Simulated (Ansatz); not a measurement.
Input for Ansatz (development build ahead of 0.2.0):

```yaml
crystal:
  periodic: [false, false, false]
  atoms:
    - { symbol: Al, position_ang: [0.0, 0.0, 0.0] }
    - { symbol: H, position_ang: [0.0, 0.0, 2.736] }
    - { symbol: Si, position_ang: [0.0, 4.1126, -0.7252] }
    - { symbol: Si, position_ang: [3.5615, -2.0563, -0.7252] }
basis:
  gaussian: { orbitals: pcseg-2 }
magnetization:
  initial_magnetization: 2
hamiltonian:
  xc: pbe
```

The input is written out in the form of the current development build from the run's settings.

Output:

```yaml
Converged: yes
Total_energy: -821.23429 hartree
Spin_squared_of_the_determinant: 2.000
Stability_test: minimum among restricted orbitals
```

Caution: stretched shape with no unrestricted run beside it, a lower state can exist; other spin multiplicities may lie lower.
